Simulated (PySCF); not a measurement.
# Telling isomers of C3H8O apart by NMR

Computed data (PySCF 2.14): NMR shieldings at PBE0/pcSseg-1/GIAO, spin–spin couplings from B3LYP/pcJ-1 (spin–dipole term left out of most H,H and C,H couplings), coordinates at the GFN2-xTB level. Averaged over atoms made equivalent by symmetry, fast rotation or ring inversion, gas phase, a single conformation, relativity neglected.

Referencing at the same level of theory: $^{1}$H (σref 31.72), $^{13}$C (σref 186.93) against TMS. Multiplet labels drop J under 1 Hz and among equivalent protons, and merge close values. Unscaled 3J(H,H) run several per cent high. Shifts are as computed. Against solution values, carbons near 30 ppm lie about +3 ppm off and those near 130 ppm about +5 ppm. Of 1211 compounds with measured shifts, 218 miss one by over three times the rms of a fit or turn the order of signals round; such compounds aren't used in these exercises. Across acyclic CH2–CH2 and CH–CH2 bonds, 3J(H,H) assumes equally populated rotamers. OH and NH positions are gas-phase values without hydrogen bonding to other molecules.

(1) Tabulate the signals of `CCCO`, `CCOC` and their relative energies.

(2) What is the quickest way to tell CCCO from CCOC?

Results:

(1) 
```tsv
SMILES	carbon types	δC	δH	E rel. (kcal/mol)
CCCO	2×CH2 1×CH3	70.8, 32.7, 11.5	3.78 (t, 2H), 1.51 (sext, 2H), 0.92 (t, 3H), -0.01 (br s, 1H)	0.0
CCOC	1×CH2 2×CH3	71.0, 58.2, 14.8	3.73 (q, 2H), 3.44 (s, 3H), 1.13 (t, 3H)	8.5
```

Energies are electronic energies at PBE0/pcSseg-1 on these geometries, without zero-point or thermal terms, each for the one conformer computed, which needn't be the lowest.

(2) Both give the same number of carbon signals, but DEPT or the intensities differ. The first has an sp3 CH2 at 32.7 ppm, the second a methyl carbon bonded to O (CH3) at 58.2 ppm. Their most deshielded carbons lie at 70.8 and 71.0 ppm.
